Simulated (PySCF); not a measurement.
Molecule: `InChI=1S/C5H6S/c1-5-2-3-6-4-5/h2-4H,1H3`.

Mapped SMILES: `[CH3:1][c:2]1[cH:3][cH:4][s:5][cH:6]1`; H(Xn) means a hydrogen on atom n.

Geometry PBE0-D3(BJ)/def2-SVP throughout; GIAO in PySCF, gas phase, one conformer, non-relativistic; equivalent atoms averaged; basis pcSseg-1.

For orientation, mPW1PW91 gives these shifts δ (against TMS, CS2 at the same level): C2 142.1, C4 133.9, C3 133.4, C1 17.5, S5 211.9, H(C4) 7.08, H(C3) 6.97, H(C6) 6.73, H(C1) 2.37 ppm.

A run gave: C2 136.3, C4 126.0, C3 126.7, C1 18.2, S5 224.9, H(C4) 6.87, H(C3) 6.82, H(C6) 6.52, H(C1) 2.38 ppm (shifts δ (against TMS, CS2 at the same level)).

Which functional was used in that run?
A. B97-2
B. BHandHLYP
C. KT2
D. KT3
E. B97-D

Results:

E. S5 tells them apart best: B97-D gives 224.9, KT3 gives 204.3, KT2 gives 209.4, B97-2 gives 208.8, BHandHLYP gives 202.3 ppm.
